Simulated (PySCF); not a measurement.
Input file for PySCF: R-B3LYP/6-311+G** on propyne (SMILES C#CC).

```python
from pyscf import gto, scf, dft, mp
from pyscf.data.elements import chemcore

mol = gto.M(
    atom='''
    C     1.69410096    0.13979915   -0.10434789
    C     0.50090122    0.04130680   -0.03088000
    C    -0.94552464   -0.07803466    0.05821868
    H     2.75043124    0.22696795   -0.16937404
    H    -1.43776009    0.69879872   -0.53031176
    H    -1.28051974   -1.04756864   -0.31583829
    H    -1.28162894    0.01873067    1.09253329
    ''',
    basis='6-311+g**',
    charge=0, spin=0, verbose=3, max_memory=1800)
mf = dft.RKS(mol, xc='b3lyp')
mf.conv_tol = 1e-8
mf.max_cycle = 100
mf.kernel()
if not mf.converged:
    mf = mf.newton().run(mf.mo_coeff, mf.mo_occ)
```

Program output:

```
converged SCF energy = -116.692765104223
```

The run converged.

Cost: roughly 3 core-seconds.
